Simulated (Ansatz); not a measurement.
Results of r²SCAN in Ansatz (PAW) for α-phase B.

Run with plane-wave cutoff 600 eV, 8×8×8 k mesh, scalar-relativistic PAW data made under PBE.

Computed at the level's own relaxed cell.

Hill averages of the elastic tensor: K = 214.9 GPa, G = 210.2 GPa. Volume 7.224 Å³/atom, mean atomic mass 10.811 u.

Problem. Work out the density, the sound velocities of a polycrystal and the elastic Debye temperature at this level.

Solution. ρ = 1.66054 × 10.811/7.224 = 2.485 g/cm³. v_l = √[(K + 4G/3)/ρ] = 14.116 km/s and v_t = √(G/ρ) = 9.197 km/s. The mean follows from 3/v_m³ = 1/v_l³ + 2/v_t³: v_m = 10.083 km/s. Θ_D = (ħ/k_B) v_m (6π²/V)^(1/3) = 76.38 K Å s/km × 10.083 × 2.0163 Å⁻¹ = 1553 K, counting all atoms of the cell.

Ansatz is a quantum-chemistry and plane-wave program.
